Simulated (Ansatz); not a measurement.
# How far each method lies from full CI for AsH2⁺, triplet

Geometry: a point of a breathe scan, not a stationary point.

```yaml
atoms:
  - { symbol: As, position_ang: [0.0000, -0.0244, 0.0000] }
  - { symbol: H, position_ang: [0.0000, 0.9071, -1.6921] }
  - { symbol: H, position_ang: [0.0000, 0.9071, 1.6921] }
```

Basis cc-pVDZ; Ansatz 0.2.0. Only valence electrons are correlated (noble-gas cores and the filled d shells of p-block atoms frozen), which leaves 6 electrons in 23 orbitals. Prefix R: restricted or restricted open-shell reference; prefix U: unrestricted. Active spaces: pair = (4e, 4o) about the gap; valence = (6e, 6o) chosen from the atoms' valence shells. No spin–orbit coupling is included, and no scalar relativity.

Full CI is exact within this basis and frozen core; it isn't the basis-set limit. The frozen core follows each run's orbitals, which can shift R against U totals by a few meV for light atoms and by up to 0.1 eV past Ca.

For open shells CISD and CISDTQ are restricted-active-space CI with the open shells as a complete middle space.

- UHF ⟨S²⟩: 2.052
- T1 diagnostic (RCCSD): 0.0233
- largest doubles amplitude (RCCSD): 0.127

| level | E − E(RHF) (eV) |
| --- | --- |
| RMP2 | -2.3617 |
| RCCSD | -3.1176 |
| RCCSD(T) | -3.2224 |

Problem. Estimate how far full CI in cc-pVDZ lies from RCCSD(T). The table doesn't fix it; the size of (T) and the diagnostics are the guide.

Solution. Full CI in cc-pVDZ lies 1.54 mEh below RCCSD(T), which is 40 % of the (T) step (-3.85 mEh). A doubles amplitude is large, and the rest is a large part of (T).

The other levels:

| level | E − E(full CI) (mEh) | share of correlation (%) | wall time |
| --- | --- | --- | --- |
| CISD | 8.72 | 92.73 | 0.51 s |
| BCCD(T) | 1.48 | 98.76 | 0.84 s |
| RCCSDT | 0.16 | 99.87 | – |
| CISDTQ | 0.08 | 99.93 | 1.3 s |
| RCCSDT(Q) | 0.02 | 99.98 | 2.8 s |
| CASSCF (valence space) | 61.57 | 48.67 | – |
| NEVPT2 (valence space) | 14.79 | 87.67 | 0.63 s |
| NEVPT4(SD) (valence space) | 1.55 | 98.71 | 0.87 s |
| MRCISD (valence space) | 2.41 | 97.99 | – |
| MRCISD+Q (valence space) | 0.17 | 99.86 | 0.93 s |

The correlation energy at full CI, counted from RHF, is -3.264 eV. That run took 2.4 s on 1 thread of Intel Xeon 6975P-C, shared host over 781,936 determinants.

Run but not shown, since their state or frozen core can't be matched to the reference's or they repeat it: UHF, UMP2, UCCSD, UCCSD(T), UCCSDT, UCCSDT(Q), CASSCF (pair space), NEVPT2 (pair space), MRCISD (pair space), MRCISD+Q (pair space).

Times hold each run's SCF and search for its determinant on a shared host, so for small cases they say little of a method's own cost; they ran on 1 thread of Intel Xeon 6975P-C.

The full-CI state has the irrep B1 of C2v, in the program's axes.

Natural occupations of full CI about the gap: 1.947 1.871 0.997 0.990 0.083 0.059 0.008 0.008 0.008 0.007; effectively unpaired electrons, Σ n²(2−n)², 2.11.
